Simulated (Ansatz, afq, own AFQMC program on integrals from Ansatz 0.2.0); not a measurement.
**H$_{3}$O, doublet: AFQMC among the cluster methods**

```yaml
atoms:
  - { symbol: O, position_ang: [-0.1485, -0.0491, 0.0000] }
  - { symbol: H, position_ang: [-0.3978, 0.8775, 0.0000] }
  - { symbol: H, position_ang: [0.9725, -0.0491, 0.0000] }
  - { symbol: H, position_ang: [1.7825, -0.0491, 0.0000] }
```

Basis cc-pVTZ. Noble-gas cores (and the filled d shells of Ga–Kr and In–Xe) are frozen. Ansatz 0.2.0 and our own AFQMC program on the same integrals; the CISD trial comes from CCSD amplitudes, and released means the phaseless constraint is let go. Uncertainties: one standard error, sampling alone.

Determinant: UHF, the one that the program's search chose, which needn't be the lowest solution. The geometry is a point of a scan.

No full CI on the walks' own integrals is used here; CCSDT(Q) serves as the reference and is uncertain by about the last step of the cluster series.

```
T1 diagnostic                               : 0.0186
weight of the determinant in the CISD state : 0.922
⟨S²⟩ of the determinant                     : 0.783
size of the correlated space                : 9 electrons in 71 orbitals
```

Task: Estimate: order these by the size of their error in total energy against CCSDT(Q), smallest first.
A. MP2
B. AFQMC with the constraint released
C. CCSD
D. CCSD(T)

Result: B (3.0 ± 5.7 meV), D (20.3 meV), C (249.0 meV), A (648.7 meV).

Reference: CCSDT(Q), correlation energy -7.890 eV. The released energy is read at 2.40 1/Eh (meV from the phaseless value at times in 1/Eh: -7 ± 3 at 0.24, -9 ± 3 at 0.51, -15 ± 3 at 0.99, -9 ± 3 at 1.62, -14 ± 6 at 2.40).

A walk keeps the symmetry of its determinant, which the program's search chose and which needn't be the lowest solution, so a lower state of the same spin and another symmetry isn't excluded. Released energies are given only where the last usable release times agree within the noise; a slower fall can still hide under it.
